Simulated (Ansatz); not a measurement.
# What a trial cell of NiGe relaxes into

Method: Ansatz, DFT r2SCAN, scalar-relativistic, plane waves, PAW.

NiGe was placed on the CuAu (L1_0) structure type (P4/mmm, No. 123), with Ni in place of Cu, Ge in place of Au, at a guessed volume.

Input of the last, converged step (default PAW datasets):

```yaml
crystal:
  lattice:
    - [2.9332513452, 0.0, 0.0]
    - [0.0, 2.9332513452, 0.0]
    - [0.0, 0.0, 2.9332513452]
  atoms:
    - { symbol: Ni, position: [0.5, 0.5, 0.5] }
    - { symbol: Ge, position: [0.0, 0.0, 0.0] }
basis:
  ecutwfc: 500
kpoints:
  mp_grid: { grid: [18, 18, 18] }
hamiltonian:
  xc: r2scan
scf:
  occupations: { method: gaussian, width: 0.1 }
output:
  forces: true
  stress: true
  eigenvalues: true
  write_density: true
  write_potential: true
  elf: true
  volumetric_format: npy
relax:
  adjacent_minimum: "off"
  f_tol: 0.01
  max_steps: 80
  cell: { stress_tol: 0.05 }
```

Launched as:

```bash
ansatz run input.yaml --threads 1 --pin off --max-ram 3072MiB --backend cpu --events-out ev --progress --plain --runs-dir out
```

The run took 62 s on 1 thread of Arm Neoverse V2 (shared host), peak memory 0.48 GiB.

The program printed at the end:

```
SCF converged after 5 iterations
Free energy (F): -10148.117434 eV
Harris-Foulkes:  -10148.117434 eV  (|F-HF|=7.28e-12)
Internal energy: -10148.112795 eV  (E = F + TS)
E sigma→0 (E₀):  -10148.115114 eV
Entropy (-TS):   -0.004639 eV (-2.320 meV/atom)
Fermi energy:    16.958169 eV
--- Per-component energies (eV) ---
  E_band       = -381.176249
  E_kinetic    = 397.792534
  E_local      = -5562.173882  (includes V_loc(G=0)·N_el)
  E_nonlocal   = 1067.848845
  E_hartree    = 2393.753120
  E_xc         = -148.339749
  E_vxc        = -185.873268  (∫ρ·V_xc dr)
  E_paw        = -3685.265157  (= ΣΔE_a)
  E_vpaw       = -898.928014  (= ΣTr[D̂ρ^β])
  E_aug_tail   = 0.000240  (compensation charges beyond the density's cutoff)
  E_vtau       = 12.651076  (kinetic-family band-sum trace: ∫τ·v_τ [+ j·A + Jᵃ·Aᵃ] dr)
  E_ewald      = -4610.342912
  E_core_change = -1.385834  (= ΣΔE_core)
  E_smearing   = -0.004639  (= −TS)
  E_closure    = 0.000000  (closes the sum)
  Σ components = -10148.117434   (vs F -10148.117434, Δ=0.00e0)
--- Forces (eV/Å), atoms counted from 1 ---
  atom   1  Ni     0.00000000     0.00000000     0.00000000
  atom   2  Ge     0.00000000     0.00000000     0.00000000
  max |Σ_I F_I| component: 4.67e-30 eV/Å
--- Stress (GPa, compression-positive) ---
        0.003360       0.000000       0.000000
        0.000000       0.003360       0.000000
        0.000000       0.000000       0.003360
  P = ⅓ Tr σ = 0.0034 GPa (0.034 kbar)
--- Relaxed structure (3 steps of the walk, 3 accepted, 1 SCFs on fresh bases) ---
  F+E_penalty+E_count = -10148.11743407 eV   max|allowed force component| = 1.874e-30 eV/Å   (the final SCF, on the basis selected at the relaxed cell)
  cell:  # Å, volume = 25.2896 Å³
    - [2.935264, 0.000000, 0.000000]
    - [0.000000, 2.935264, 0.0]
    - [0.000000, 0.0, 2.935264]
  atoms:
    - { symbol: Ni, position: [0.5, 0.5, 0.5] }
    - { symbol: Ge, position: [0.000000, 0.000000, 0.000000] }
```

Absolute energies hang on the potentials; compare differences alone.

The result has space group Pm-3m (No. 221). Ni has 8 Ge at 2.54 Å and 6 Ni at 2.94 Å; Ge has 8 Ni at 2.54 Å and 6 Ge at 2.94 Å.

Against the elements it lies at 0.04 eV/atom. The zero of energy is the elements' standard structures at the same level; no fitted shifts are applied.

For metals, differences of a few meV/atom aren't resolved.

A structure relaxed within its symmetry needn't be a true minimum.